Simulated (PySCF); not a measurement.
Compound: BH2Et, C₂H₇B.
Cartesian coordinates in Å at the PBE0-D3(BJ)/def2-SVP level; atoms count from 1:
```
atom  x, y, z in Å
B1     0.5997    1.1357    0.5455
H2     1.8103    1.1365    0.4816
H3     0.0216    2.1950    0.4340
C4    -0.1865   -0.2091    0.6412
C5    -0.3232   -0.6990   -0.8149
H6    -1.1907   -0.0901    1.0774
H7     0.3558   -0.9717    1.2230
H8    -0.8699   -1.6538   -0.8589
H9    -0.8755    0.0194   -1.4417
H10    0.6583   -0.8630   -1.2873
```

Computed with TDDFT CAM-B3LYP/def2-SVPD, vertical, gas phase, core orbitals frozen in the response in PySCF 2.14.0, density-fitted response routines.

Transition dipole moments from the ground state, in atomic units and in the frame of the coordinates above (overall signs are arbitrary), for the states with f of 0.002 or more among the lowest 9:

| state | E (hartree) | μx | μy | μz |
| --- | --- | --- | --- | --- |
| S2 | 0.2121 | 0.080 | 0.178 | 0.048 |
| S4 | 0.2997 | -0.157 | -0.313 | -0.214 |
| S5 | 0.3150 | -0.031 | -0.205 | -0.119 |
| S6 | 0.3182 | 0.318 | -0.155 | 0.029 |
| S7 | 0.3443 | -0.303 | -0.541 | -0.418 |
| S8 | 0.3472 | -0.453 | 0.345 | -0.013 |
| S9 | 0.3514 | 0.359 | 0.507 | -0.192 |

Task: What oscillator strength does each state have?

Result: f = (2/3) ΔE |μ|² with ΔE in hartree (27.2114 eV).

```csv
state,|μ|² (au),|μ| (D),f
S2,0.040,0.51,0.006
S4,0.168,1.04,0.034
S5,0.057,0.61,0.012
S6,0.126,0.90,0.027
S7,0.560,1.90,0.129
S8,0.325,1.45,0.075
S9,0.422,1.65,0.099
```

Task: What angle do the transition dipoles of S5 and S9 make?

Result: |cos θ| = |μa·μb| / (|μa| |μb|) = 0.59, so θ ≈ 54° (taken between 0 and 90°, since the signs are arbitrary).

Task: What peak molar absorption coefficient would the strongest computed level give as a lone Gaussian band 0.3 eV wide at half height?

Result: ε(max) = 2.175×10⁸ f / FWHM, with the width in cm⁻¹. S7: 2.175×10⁸ × 0.1285 / 2420 ≈ 12000 L mol⁻¹ cm⁻¹.

Hardware: x86-64 server, one thread, on a shared host. Cost: 6.2 s of wall time (grids of density and orbitals included).

One conformer stands for the species.
